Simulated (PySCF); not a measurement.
These 3 structures share the formula C3H5F2N. The calculation used PBE0-D3(BJ)/def2-SVP geometry optimisation, gas phase (PySCF). One conformer each; no zero-point energy, no entropy. No frequencies were run at this level. Point groups hold within 0.08 Å.

Question: Rank from lowest to highest electronic energy at this level (kJ/mol).
A. `[CH3:1]/[N:2]=[CH:3]/[CH:4]([F:5])[F:6]` with N2–C3–C4–F5 -121°
B. `[F:1][CH:2]([F:3])[C@@H:4]1[CH2:5][NH:6]1` with F1–C2–C4–C5 -88°
C. `[H]/[N:1]=[CH:2]\[CH2:3][CH:4]([F:5])[F:6]` with N1–C2–C3–C4 126°, C2–C3–C4–F5 61°

Answer: C (0.0), A (21.8), B (46.3).

As drawn, the lowest has a C=N bond, which the highest lacks; the highest has a three-membered ring, which the lowest lacks.

| SMILES | E (Eh) | E rel (kJ/mol) | dipole (D) | point group | A, B, C (MHz) |
| --- | --- | --- | --- | --- | --- |
| [H]/N=C\CC(F)F | -371.07789 | 0.0 | 1.58 | C1 | 8282, 1956, 1680 |
| C/N=C/C(F)F | -371.06957 | 21.8 | 2.21 | Cs | 8695, 1841, 1631 |
| FC(F)[C@@H]1CN1 | -371.06025 | 46.3 | 2.62 | C1 | 6903, 2669, 2086 |

Q: How do the relative energies change in single points at PBE0/pcSseg-1 (no added dispersion term) on the same geometries?

A: 
```tsv
SMILES	PBE0-D3(BJ)/def2-SVP (kJ/mol)	PBE0/pcSseg-1 (kJ/mol)	shift
[H]/N=C\CC(F)F	0.0	0.0	0.0
C/N=C/C(F)F	21.8	18.2	-3.6
FC(F)[C@@H]1CN1	46.3	49.6	+3.3
```

Each column counts from its own lowest isomer. The order is unchanged; the largest shift is 3.6 kJ/mol.
